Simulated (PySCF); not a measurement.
Species: C₃H₃N₂ (charge -1).
SMILES with atom numbers: `[cH:1]1[cH:2][n:3][n-:4][cH:5]1` (hydrogens: H6 on C1; H7 on C2; H8 on C5)

The same species was optimised twice, with GFN2-xTB and with PBE0-D3(BJ)/def2-SVP (PySCF), and the same property calculations (PySCF, gas phase) were run on both structures.

| coordinate | GFN2-xTB | PBE0-D3(BJ)/def2-SVP | change |
| --- | --- | --- | --- |
| C1–C2 (Å) | 1.392 | 1.405 | +0.013 |
| C1–C5 (Å) | 1.392 | 1.405 | +0.013 |
| C5–H8 (Å) | 1.085 | 1.096 | +0.011 |
| C2–H7 (Å) | 1.085 | 1.096 | +0.011 |
| C2–N3 (Å) | 1.334 | 1.344 | +0.010 |
| N4–C5 (Å) | 1.334 | 1.344 | +0.010 |
| C1–H6 (Å) | 1.083 | 1.092 | +0.009 |
| N3–N4 (Å) | 1.341 | 1.343 | +0.002 |
| C2–C1–C5 (°) | 102.5 | 101.9 | -0.6 |
| C2–C1–H6 (°) | 128.7 | 129.0 | +0.3 |
| C5–C1–H6 (°) | 128.8 | 129.1 | +0.3 |
| C1–C2–N3 (°) | 110.6 | 110.9 | +0.3 |
| C1–C5–N4 (°) | 110.6 | 110.9 | +0.3 |
| N4–C5–H8 (°) | 120.9 | 120.6 | -0.3 |
| N3–C2–H7 (°) | 120.9 | 120.6 | -0.3 |
| N3–N4–C5 (°) | 108.1 | 108.2 | +0.1 |

Rotational constants: A = 10077, B = 10011, C = 5022 MHz (GFN2-xTB) against A = 9986, B = 9825, C = 4952 MHz (PBE0-D3(BJ)/def2-SVP). Point groups within 0.08 Å: C2v and C2v.

On the GFN2-xTB structure: HOMO (eV) -0.88 [PBE0/pcSseg-1]; LUMO (eV) 6.58 [PBE0/pcSseg-1]; GIAO shielding of C1 (ppm) 90.4 [PBE0/pcSseg-1]; GIAO shielding of C2/C5 (mean) (ppm) 52.6 [PBE0/pcSseg-1]; GIAO shielding of N3/N4 (mean) (ppm) -102.0 [PBE0/pcSseg-1]; C1s of C1 (eV) 284.24 [delta-SCF UKS SCAN, pcX-2 on the ionised atom, pcseg-1 elsewhere, spin-free X2C]; C1s of C2 (eV) 284.68 [delta-SCF UKS SCAN, pcX-2 on the ionised atom, pcseg-1 elsewhere, spin-free X2C]; N1s of N3 (eV) 398.38 [delta-SCF UKS SCAN, pcX-2 on the ionised atom, pcseg-1 elsewhere, spin-free X2C].

**Question.** What do these properties become on the PBE0-D3(BJ)/def2-SVP structure?

**Answer.** 
```json
{"property": "HOMO (eV)", "level": "PBE0/pcSseg-1", "on GFN2-xTB": "-0.88", "on PBE0-D3(BJ)/def2-SVP": "-0.88", "change": "0.00"}
{"property": "LUMO (eV)", "level": "PBE0/pcSseg-1", "on GFN2-xTB": "6.58", "on PBE0-D3(BJ)/def2-SVP": "6.54", "change": "-0.04"}
{"property": "energy, GFN2-xTB geometry as zero (kcal/mol)", "level": "PBE0/pcSseg-1", "on GFN2-xTB": "0.0", "on PBE0-D3(BJ)/def2-SVP": "-0.2", "change": "-0.2"}
{"property": "GIAO shielding of C1 (ppm)", "level": "PBE0/pcSseg-1", "on GFN2-xTB": "90.4", "on PBE0-D3(BJ)/def2-SVP": "87.5", "change": "-2.9"}
{"property": "GIAO shielding of C2/C5 (mean) (ppm)", "level": "PBE0/pcSseg-1", "on GFN2-xTB": "52.6", "on PBE0-D3(BJ)/def2-SVP": "50.0", "change": "-2.6"}
{"property": "GIAO shielding of N3/N4 (mean) (ppm)", "level": "PBE0/pcSseg-1", "on GFN2-xTB": "-102.0", "on PBE0-D3(BJ)/def2-SVP": "-106.2", "change": "-4.2"}
{"property": "C1s of C1 (eV)", "level": "delta-SCF UKS SCAN, pcX-2 on the ionised atom, pcseg-1 elsewhere, spin-free X2C", "on GFN2-xTB": "284.24", "on PBE0-D3(BJ)/def2-SVP": "284.35", "change": "+0.11"}
{"property": "C1s of C2 (eV)", "level": "delta-SCF UKS SCAN, pcX-2 on the ionised atom, pcseg-1 elsewhere, spin-free X2C", "on GFN2-xTB": "284.68", "on PBE0-D3(BJ)/def2-SVP": "284.76", "change": "+0.08"}
{"property": "N1s of N3 (eV)", "level": "delta-SCF UKS SCAN, pcX-2 on the ionised atom, pcseg-1 elsewhere, spin-free X2C", "on GFN2-xTB": "398.38", "on PBE0-D3(BJ)/def2-SVP": "398.44", "change": "+0.06"}
```

The heavy atoms differ by 0.009 Å rms after alignment. Among all bonds C1–C2 and C1–C5 change most and about equally (+0.013 Å). Changes are differences of the printed values. Neither structure is proved a minimum here. Geometry: PBE0-D3(BJ)/def2-SVP; no solvent, vibrations or thermal averaging. The geometry's basis has no diffuse functions, a weakness for an anion.
